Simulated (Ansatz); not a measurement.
**LiAlF4: Seebeck coefficient and carrier response**

Level of theory: DFT PBE, scalar-relativistic, plane waves, PAW in Ansatz. Plane waves to 420 eV; Γ-centred k mesh 6×6×4; Gaussian smearing of 0.02 eV. No spin polarisation.

Equilibrium structure at this level:
```yaml
crystal:
  lattice:
    - [3.60038, 0.00000, 0.00000]
    - [0.00000, 3.60038, 0.00000]
    - [0.00000, 0.00000, 6.13664]
  atoms:
    - { symbol: Li, position: [0.50000, 0.50000, 0.50000] }
    - { symbol: Al, position: [0.00000, 0.00000, 0.00000] }
    - { symbol: F, position: [0.50000, 0.00000, 0.00000] }
    - { symbol: F, position: [0.00000, 0.50000, 0.00000] }
    - { symbol: F, position: [0.00000, 0.00000, 0.29412] }
    - { symbol: F, position: [0.00000, 0.00000, 0.70588] }
```

The cell was built by swapping an element in a database structure (itself possibly hypothetical) and relaxing; it need not be the stable form of this composition.

Constant relaxation time and rigid bands. The levels are interpolated over the whole zone and filled by a Fermi function at the stated temperature, with the chemical potential set by the electron count. The Kohn–Sham gap on the mesh is 5.71 eV and isn't corrected.

Task: Give the Seebeck coefficient (μV/K; xx, yy, zz) and the conductivity masses (m_e; principal values, sorted) at 300 K against doping (cm⁻³).

Result:
```csv
doping,S,m*
n 1e18,-450 -450 -450,0.71 0.71 0.74
n 1e19,-256 -256 -256,0.72 0.72 0.74
n 1e20,-94 -94 -93,0.73 0.73 0.76
n 1e21,-23 -23 -21,0.82 0.82 0.91
p 1e18,851 851 834,2.08 19.06 19.06
p 1e19,652 652 635,2.08 19.06 19.06
p 1e20,454 454 437,2.08 19.04 19.04
p 1e21,260 260 241,2.09 18.85 18.85
```

Task: At 10¹⁸ cm⁻³, which carrier is lighter?

Result: Electrons, 0.72 against 5.12 m_e (harmonic means of the principal values).